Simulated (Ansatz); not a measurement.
System: zinc-blende CuCl. Method: PBE0 in Ansatz (plane waves, PAW).

Total energies, extrapolated to zero smearing (they compare only within this program, potentials and cutoff; free atoms with spin allowed, lowest state found):

| system | energy (eV/atom) |
|---|---|
| zinc-blende CuCl, relaxed | -3852.9294 |
| free Cu atom | -6621.1875 |
| free Cl atom | -1078.9737 |

**Question.** Work out the cohesive energy per atom.

**Answer.** E_coh = [1 × (-6621.1875) + 1 × (-1078.9737)]/2 − (-3852.9294) = 2.85 eV/atom. The reference value is 3.1 ± 0.03 eV/atom (worked out here from tabulated enthalpies at 298 K, copied from a table, unchecked, brought to a static lattice with a Debye model, atoms in their spin–orbit ground levels; inputs from the CRC Handbook), a difference of -0.25 eV/atom.

The PAW data were made under PBE.

Ansatz is a first-principles code.
